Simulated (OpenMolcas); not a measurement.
**How basis sets differ on Li2 (lithium dimer)**

Li2 has 2 atoms, charge 0, and is taken as a singlet. SMILES: `[Li][Li]`. The bond length is the measured one.

```xyz
2

Li    0.0000    0.0000    0.0000
Li    0.0000    0.0000    2.6729
```

Quantity: the energy change with the Li1–Li2 bond stretched from 2.673 to 6.682 Å, in eV. The values are calculated.

```csv
level,kind,program,value (eV)
MP2/pcseg-0 (restricted),perturbation theory,OpenMolcas,1.28
MP2/3-21G (restricted),perturbation theory,OpenMolcas,1.33
MP2/6-31G (restricted),perturbation theory,OpenMolcas,1.30
MP2/pcseg-1 (restricted),perturbation theory,OpenMolcas,1.30
MP2/aug-pcseg-1 (restricted),perturbation theory,OpenMolcas,1.32
MP2/pcseg-2 (restricted),perturbation theory,OpenMolcas,1.42
MP2/aug-pcseg-2 (restricted),perturbation theory,OpenMolcas,1.44
MP2/pcseg-3 (restricted),perturbation theory,OpenMolcas,1.48
```

The first shape isn't each level's own minimum. The values span 1.28 to 1.48 eV.
